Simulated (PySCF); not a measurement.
## Atomic charges by several schemes

Species: 2(3H)-furanone, C4H4O2.
Z-matrix (Å and degrees, PBE0-D3(BJ)/def2-SVP geometry), rows numbered from 1:
```
O 
C   1  1.1892
C   2  1.5198  1  130.09
C   3  1.4927  2  102.69  1   179.30
C   4  1.3346  3  107.13  2     0.35
O   5  1.3709  4  113.99  3    -0.03
H   3  1.1030  2  109.25  1    57.20
H   3  1.1032  2  109.28  1   -58.82
H   4  1.0880  3  126.75  2  -179.78
H   5  1.0889  4  131.17  3  -179.99
```

Density: PBE0/pcSseg-1 (PySCF); schemes: Mulliken, IAO, Hirshfeld and ESP-fitted. Isolated species at its PBE0-D3(BJ)/def2-SVP geometry, gas phase.

Problem. Do the Mulliken, IAO, Hirshfeld and ESP-fitted schemes agree on where the charge is lowest?

Solution. The schemes don't all agree: Mulliken O6 (-0.403); IAO O1 (-0.411); Hirshfeld O1 (-0.253); ESP-fitted O1 (-0.533).

Problem. Do the Mulliken, IAO, Hirshfeld and ESP-fitted schemes agree on where the charge is highest?

Solution. All schemes agree: Mulliken C2 (+0.458); IAO C2 (+0.527); Hirshfeld C2 (+0.217); ESP-fitted C2 (+0.718).

Problem. Tabulate the Mulliken, IAO, Hirshfeld and ESP-fitted charges.

Solution. In e:

```
atom                    environment  Mulliken     IAO  Hirshfeld  ESP-fitted
  O1          ester carbonyl oxygen    -0.356  -0.411     -0.253      -0.533
  C2          ester carbonyl carbon    +0.458  +0.527     +0.217      +0.718
  C3  sp3 carbon next to a carbonyl    -0.236  -0.333     -0.073      -0.074
  C4               alkene CH carbon    -0.262  -0.225     -0.081      -0.288
  C5  vinylic carbon bearing oxygen    +0.193  +0.043     +0.025      -0.091
  O6     ester single-bonded oxygen    -0.403  -0.309     -0.101      -0.277
  H7             methylene hydrogen    +0.183  +0.182     +0.066      +0.085
  H8             methylene hydrogen    +0.183  +0.182     +0.066      +0.085
  H9               vinylic hydrogen    +0.115  +0.168     +0.060      +0.171
 H10               vinylic hydrogen    +0.126  +0.176     +0.073      +0.204
```

Mean size of the charges over all atoms: IAO 0.256 e, ESP-fitted 0.252 e, Mulliken 0.252 e, Hirshfeld 0.101 e. Each set sums to the total charge, 0, to within 0.001 e. The IAO scheme counts the electrons in orthogonalised intrinsic atomic orbitals, a minimal basis polarised so that it spans the occupied orbitals exactly. The ESP scheme is a least-squares fit of atom-centred charges to the potential on four shells outside the van der Waals surface, with the total charge fixed.

Problem. How closely do the schemes follow one another over all atoms?

Solution. Correlation coefficient and root-mean-square difference: Mulliken with IAO 0.97, 0.074 e; IAO with Hirshfeld 0.96, 0.174 e; Hirshfeld with ESP-fitted 0.95, 0.211 e; Mulliken with Hirshfeld 0.93, 0.168 e; IAO with ESP-fitted 0.92, 0.127 e; Mulliken with ESP-fitted 0.87, 0.158 e.

Problem. Sum the charges by element.

Solution. 
```tsv
element	atoms	Mulliken	IAO	Hirshfeld	ESP-fitted
O	2	-0.760	-0.719	-0.354	-0.809
C	4	+0.152	+0.011	+0.088	+0.265
H	4	+0.607	+0.708	+0.266	+0.544
```

These values come from a run that also computed NMR shieldings. Hardware: an Arm Neoverse V1 with one thread, on a shared host. Cost: 8.7 s of wall time.
